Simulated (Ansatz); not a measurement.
[BH₂···H···BH₂], doublet: reading a ladder of total energies

Geometry: a point of a hydrogen-transfer path between rigid fragments, not a stationary point.

```xyz
7

B    -1.5139    0.0000    0.0000
H    -2.1107    1.0336    0.0000
H    -2.1107   -1.0336    0.0000
H    -0.2209    0.0000    0.0000
B     1.5451    0.0000    0.0000
H     2.0541    0.0000    1.0770
H     2.0541    0.0000   -1.0770
```

Basis cc-pVDZ; Ansatz 0.2.0. Correlated methods freeze the noble-gas cores, which leaves 11 electrons in 51 orbitals. R marks a restricted (for open shells ROHF) determinant, U an unrestricted one.

Full CI isn't at hand for all of this; UCCSDT(Q) serves as the reference, and is uncertain by about the last step of the cluster series.

Runs differ by some tens of microhartree through their thresholds and, for an open shell, their frozen cores, so steps under 0.03 kcal/mol mean nothing.

```tsv
level	total energy (hartree)
UHF	-52.110631
UMP2	-52.277744
UCCSD	-52.322567
UCCSD(T)	-52.326178
UCCSDT	-52.327093
UCCSDT(Q)	-52.327197
```

**Question.** What is the correlation energy at UCCSDT(Q), and what share of it do UMP2 and UCCSD(T) recover?

**Answer.** E(corr) = -52.327197 − (-52.110631) = -0.216566 hartree = -5.893 eV. UMP2: -0.167113 / -0.216566 = 77.16 %. UCCSD(T): -0.215547 / -0.216566 = 99.53 %.

**Question.** By how many kcal/mol does UCCSD(T) miss UCCSDT(Q) (1 hartree = 627.509 kcal/mol), and which steps make up the rest?

**Answer.** -52.326178 − (-52.327197) = 0.001019 hartree = 0.64 kcal/mol. Steps: UCCSDT − UCCSD(T) = -0.57, UCCSDT(Q) − UCCSDT = -0.07 kcal/mol. That is within 1 kcal/mol of the reference in this basis, which itself misses far more of the correlation at the basis-set limit.
